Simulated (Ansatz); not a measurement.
**BHO (triplet): B2PLYP, RPA-PBE over vertical spin and charge gaps, 6-31G**

Aim: run BHO (triplet) with these functionals over vertical spin and charge gaps, and hold them against the top wave-function level at the same points.

The runs use Ansatz 0.2.0, Gaussian basis; 6-31G, all electrons in the functionals, frozen cores in the correlation of double hybrids and RPA.

Plan: B2PLYP, RPA-PBE, at charge 0, triplet; charge 0, singlet; charge 0, quintet; charge 1, doublet; charge 1, quartet.

4 further runs of the same task are left out: 4 set aside as unsound or not needed.

**1. What is computed**

The geometry is a PBE0/def2-TZVP stationary point (not a proven minimum).

3 atoms, charge 0, spin multiplicity 3.

Atoms are counted from 1 here; the program's logs count them from 0.

Bond lengths: B1–O2 1.342 Å, B1–H3 1.222 Å. Angles: O2–B1–H3 107.9°.

No dispersion term is added.

The geometry shown and the zero of energy belong to the point charge 0, triplet. The yardstick, FCI, and other wave-function levels (R restricted, U unrestricted, valence and pair active spaces) come from earlier runs.

**2. B2PLYP, charge 0, triplet**

File in.yaml:

```yaml
crystal:
  periodic: [false, false, false]
  atoms:
    - {symbol: B, position_ang: [0.000000, -0.203796, 0.731699]}
    - {symbol: O, position_ang: [0.000000, 0.084016, -0.579305]}
    - {symbol: H, position_ang: [0.000000, 0.852259, 1.347434]}
basis:
  gaussian: {orbitals: 6-31G}
magnetization: {spin_polarized: true, initial_magnetization: 2}
hamiltonian: {xc: {name: B2PLYP}}
correlation: {electrons: outside_noble_gas}
```

Started as:

```sh
> ansatz run in.yaml --threads 1 --pin off --events-out ev --progress --plain --max-ram 2816MiB --backend cpu
```

The runs that follow: B2PLYP, charge 0, singlet; B2PLYP, charge 0, quintet; B2PLYP, charge 1, doublet; B2PLYP, charge 1, quartet; RPA-PBE, charge 0, triplet; RPA-PBE, charge 0, singlet; RPA-PBE, charge 0, quintet; RPA-PBE, charge 1, doublet; RPA-PBE, charge 1, quartet.

Q: Predict the results of all the runs planned. Wanted: triplet to singlet, FCI; triplet to quintet, FCI; ionisation to the doublet cation, FCI; ionisation to the quartet cation, FCI; largest miss, B2PLYP; largest miss, RPA-PBE.

As calculated:

| quantity | value |
| --- | --- |
| triplet to singlet, FCI | -68.6 kcal/mol |
| triplet to quintet, FCI | 147.3 kcal/mol |
| ionisation to the doublet cation, FCI | 212.4 kcal/mol |
| ionisation to the quartet cation, FCI | 305.1 kcal/mol |
| largest miss, B2PLYP | +7.0 kcal/mol (triplet to singlet) |
| largest miss, RPA-PBE | -7.1 kcal/mol (triplet to quintet) |

What this shows: Of the functionals, B2PLYP keep the smallest largest miss at the points compared (at most 7.0 kcal/mol) and RPA-PBE strays most (7.1 kcal/mol, at triplet to quintet). Functionals and the yardstick converge differently with the basis, so part of each miss in 6-31G is the basis.
